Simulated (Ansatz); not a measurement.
CaB6-type LaB6 was calculated with BLYP in Ansatz (plane waves, PAW).

Settings: plane-wave cutoff 520 eV, 14×14×14 k mesh, Fermi–Dirac smearing 0.05 eV, scalar-relativistic PAW data made under PBE.

Computed at the level's own relaxed cell.

Q: Predict the equilibrium volume per atom, bulk modulus, lattice constant a and pressure derivative B′ of the bulk modulus.

A: 
- equilibrium volume per atom: 10.49 Å³/atom
- bulk modulus: 164 GPa
- lattice constant a: 4.187 Å
- pressure derivative B′ of the bulk modulus: 3.8

The run finds no gap.

Measured, for comparison: equilibrium volume per atom 10.26 Å³/atom, lattice constant a 4.157 Å (296 K, no zero-point or thermal correction; as tabulated in Tsubota and Kitagawa (2017), doi:10.1038/s41598-017-15766-y); bulk modulus 164 ± 2 GPa (room temperature, no zero-point or thermal correction, isothermal; as tabulated in LaB6 under pressure, Phys. Rev. B 80, 172104 (doi 10.1103/PhysRevB.80.172104)). Computed (rounded) less measured: equilibrium volume per atom +2.2 %, bulk modulus 0.0 % (inside the measured uncertainty), lattice constant a +0.7 %.

Note: the bulk modulus comes from volumes at which shape and atoms were relaxed.

Spin–orbit coupling is not included.

Static lattice: no zero-point or thermal effects.

Computing time: about 4 core-minutes (a rough figure).

Ansatz is a program for electronic structure.
